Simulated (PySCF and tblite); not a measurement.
The numbers below are computed, except where a source is named.
Molecule: 2-methylpyrrolidine, C5H11N, numbered as in [CH3:1][C@H:2]1[CH2:3][CH2:4][CH2:5][NH:6]1.

The ring 2–3–4–5–6 is held at Altona–Sundaralingam phase angles P (ν_j = ν_max cos(P + 144°(j − 2)), ν_j about the bond from ring atom j to j + 1, counted from 0) and the rest relaxed at GFN2-xTB. Energies: PBE0/pcSseg-1 + D3(BJ). (tblite 0.8, PySCF 2.14.)

Give the DFT energy and dipole along the phase angle P.


```json
{"phase angle P °": "0", "E kcal/mol": "0.77", "dipole D": "1.05", "amplitude °": "42"}
{"phase angle P °": "36", "E kcal/mol": "0.89", "dipole D": "0.95", "amplitude °": "42"}
{"phase angle P °": "72", "E kcal/mol": "1.08", "dipole D": "0.97", "amplitude °": "41"}
{"phase angle P °": "108", "E kcal/mol": "1.22", "dipole D": "1.08", "amplitude °": "40"}
{"phase angle P °": "144", "E kcal/mol": "1.32", "dipole D": "1.26", "amplitude °": "38"}
{"phase angle P °": "180", "E kcal/mol": "0.87", "dipole D": "1.28", "amplitude °": "39"}
{"phase angle P °": "216", "E kcal/mol": "0.21", "dipole D": "1.19", "amplitude °": "39"}
{"phase angle P °": "252", "E kcal/mol": "0.00", "dipole D": "1.19", "amplitude °": "39"}
{"phase angle P °": "288", "E kcal/mol": "0.49", "dipole D": "1.27", "amplitude °": "38"}
{"phase angle P °": "324", "E kcal/mol": "0.95", "dipole D": "1.24", "amplitude °": "39"}
```

How free is the pseudorotation?

The sampled points span 1.32 kcal/mol, from P = 252° to P = 144°; RT at 298 K is 0.59 kcal/mol, so it is hindered but fast.
